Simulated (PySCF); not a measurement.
## Beryllium: a sound run and one with changed settings

Sound run: Be [He] 2s2, Be⁺ [He] 2s1. Computed with PySCF 2.14 in x2c-TZVPall (5s3p1d, 19 functions), with the spin-free X2C one-electron Hamiltonian (Gaussian nucleus). The sound run starts from symmetry-adapted Hartree-Fock orbitals and uses a fine grid where one is needed.

Changed run: initial guess 1e, at most 3 SCF cycles. This setting is unsound on purpose.

```tsv
species	method	sound run (hartree)	changed run (hartree)	converged
Be	UHF	-14.57508	-14.57507	no
Be	PBE	-14.63087	-14.63087	no
Be	BP86	-14.66066	-14.66066	no
Be⁺	UHF	-14.27950	-14.27947	no
Be⁺	PBE	-14.30027	-14.30027	no
Be⁺	BP86	-14.32596	-14.32596	no
```

The SCF was stopped early; the energies are upper bounds that still move, and correlated levels were skipped or rest on poor orbitals.
